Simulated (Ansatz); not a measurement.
A run of Ansatz (development build ahead of 0.2.0) on singlet C₄H₈ at this shape:

```xyz
12

C     1.0958    0.0043    0.0014
C     0.0026    1.0989    0.0045
C    -1.0931   -0.0047   -0.0044
C    -0.0022   -1.0996    0.0021
H     1.7327   -0.0003    0.8816
H    -0.0054    1.7373    0.8754
H    -1.7410    0.0000    0.8780
H     0.0004   -1.7429    0.8786
H     1.7328    0.0032   -0.8817
H    -0.0005    1.7403   -0.8757
H    -1.7407   -0.0047   -0.8788
H    -0.0002   -1.7376   -0.8821
```

Its results:

```yaml
Converged: yes
Total_energy: -155.98364 hartree
Spin_squared_of_the_determinant: 0.000
```

(1) Which input gives this output? Name the method, the orbitals and the basis set, and write the input.

## Answers

(1) RHF in def2-SVP. An unrestricted run that stays on the closed shell gives the same numbers.

```yaml
crystal:
  periodic: [false, false, false]
  atoms:
    - { symbol: C, position_ang: [1.09585, 0.00429, 0.00135] }
    - { symbol: C, position_ang: [0.00258, 1.09886, 0.00447] }
    - { symbol: C, position_ang: [-1.0931, -0.00473, -0.00444] }
    - { symbol: C, position_ang: [-0.00222, -1.09961, 0.00211] }
    - { symbol: H, position_ang: [1.73269, -0.00028, 0.88159] }
    - { symbol: H, position_ang: [-0.00538, 1.73728, 0.87539] }
    - { symbol: H, position_ang: [-1.74103, 2.0e-05, 0.87796] }
    - { symbol: H, position_ang: [0.00041, -1.74292, 0.87861] }
    - { symbol: H, position_ang: [1.73278, 0.00324, -0.88169] }
    - { symbol: H, position_ang: [-0.00051, 1.74029, -0.87566] }
    - { symbol: H, position_ang: [-1.74065, -0.00466, -0.87877] }
    - { symbol: H, position_ang: [-0.00019, -1.73758, -0.88209] }
basis:
  gaussian: { orbitals: def2-SVP }
hamiltonian:
  xc: hf
```
